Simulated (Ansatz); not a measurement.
Relaxed structures of AlBSiH5, doublet (PBE0-D4/def2-TZVP; forces vanish, vibrations not checked; lower isomers may exist, and structures with a doubtful reference or unclear bonds are left out; Å). Computed with Ansatz 0.2.0 (basis: def2-TZVPP); correlated methods freeze the cores; orbitals are unrestricted.

Rank them by CCSD(T) energy, lowest first, and give each one's height above the lowest. Links in brackets join atoms within 1.22 times the sum of their covalent radii (1.1 for two metals). (To be estimated.)
A.
AlBSiH₅ ([AlH2][Si]1[H][BH2]1)
```
8
angstrom
Al -1.3170 1.1169 -1.4514
B 1.1329 -0.7618 1.3256
Si 0.1153 0.5160 0.3533
H -1.7446 -0.0008 -2.4842
H -1.7578 2.6339 -1.5036
H 0.4502 -1.1373 0.2059
H 0.6218 -1.2952 2.2647
H 2.3013 -0.8505 1.0915
```
B.
AlBSiH₅ ([AlH2][B][SiH3])
```
8
angstrom
Al -1.3233 1.1535 -1.4476
B -0.1169 0.1775 -0.1022
Si 1.0307 -0.8539 1.1443
H -1.9556 0.3356 -2.6536
H -1.5958 2.7062 -1.2495
H 1.0096 -2.2375 0.5819
H 0.5091 -0.9004 2.5385
H 2.4421 -0.3808 1.1882
```
C.
AlBSiH₅ ([AlH2][BH][SiH2])
```
8
angstrom
Al 1.1003 -0.4201 1.4105
B -0.0423 -0.7000 -0.3261
Si -1.0172 0.7045 -1.1841
H -1.8505 0.5932 -2.4110
H -1.0491 2.1100 -0.7019
H -0.1322 -1.7718 -0.8593
H 0.4663 -0.6034 2.8622
H 2.6386 -0.0061 1.3363
```

By the calculation: A (0.000 eV), C (0.050 eV), B (0.574 eV). Heights count from the lowest.

The T1 diagnostic stays at or below 0.021. ⟨S²⟩ of the unrestricted Hartree–Fock references: 0.76 to 0.79 (a pure state has 0.75).

For scale, one of the runs: CCSD(T)/def2-TZVPP, 185 basis functions, launched by `ansatz run in.yaml --threads 2 --pin off --events-out ev --progress --plain --max-ram 4352MiB`. Hardware: 2 CPU threads of an Arm Neoverse V2, shared host. Wall time 6.8 min; peak host memory 1.6 GiB.
